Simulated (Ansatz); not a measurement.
**CCl⁺, triplet in cc-pVTZ: errors against UCCSDT(Q)**

Geometry: that of the CCl, quartet, kept fixed.

```yaml
atoms:
  - { symbol: C, position_ang: [0.0000, 0.0000, 0.0000] }
  - { symbol: Cl, position_ang: [0.0000, 0.0000, 1.6442] }
```

Basis cc-pVTZ; Ansatz 0.2.0. Correlated methods freeze the noble-gas cores, which leaves 10 electrons in 58 orbitals. R marks a restricted (for open shells ROHF) determinant, U an unrestricted one. Active spaces: valence = (10e, 8o) chosen from the atoms' valence shells.

Full CI isn't at hand for all of this; UCCSDT(Q) serves as the reference, and is uncertain by about the last step of the cluster series. The frozen core follows each run's orbitals, which can shift R against U totals by a few meV.

For open shells CISD is restricted-active-space CI with the open shells as a complete middle space.

- UHF ⟨S²⟩: 2.064
- T1 diagnostic (RCCSD): 0.0444
- largest doubles amplitude (RCCSD): 0.082
- T1 diagnostic (UCCSD): 0.0323

```
                            level  E − E(UCCSDT(Q)) (kJ/mol)  share of correlation (%)    wall time
                              RHF                      807.1                      0.00            –
                              UHF                      791.3                      1.95            –
                             RMP2                      125.9                     84.41            –
                             UMP2                      120.9                     85.02            –
                             CISD                      101.9                     87.38        4.8 s
                            RCCSD                       49.3                     93.90            –
                            UCCSD                       48.8                     93.95            –
                         RCCSD(T)                        7.3                     99.09        4.3 s
                         UCCSD(T)                        7.9                     99.02        5.5 s
                          BCCD(T)                        7.7                     99.05        4.9 s
                           RCCSDT                        3.0                     99.62            –
                           UCCSDT                        3.0                     99.62            –
                        RCCSDT(Q)                        1.0                     99.88  30 s (H100)
           CASSCF (valence space)                      627.1                     22.30            –
           NEVPT2 (valence space)                      136.3                     83.11        3.5 s
           MRCISD (valence space)                       54.9                     93.19            –
         MRCISD+Q (valence space)                        9.9                     98.77   7 s (H100)
MRCISD+Q(relaxed) (valence space)                        6.7                     99.17  16 s (H100)
```

The correlation energy at UCCSDT(Q), counted from RHF, is -8.365 eV. That run took 28 s on 2 threads of AMD EPYC 7R13 with a shared H100 80 GB, shared host.

Times hold each run's SCF and search for its determinant on a shared host, so for small cases they say little of a method's own cost; rows without a card ran on 1 thread of AMD EPYC 7R13.

Natural occupations of CASSCF (valence space) about the gap: 1.989 1.959 1.922 1.010 1.003 0.085 0.035; effectively unpaired electrons, Σ n²(2−n)², 2.06.
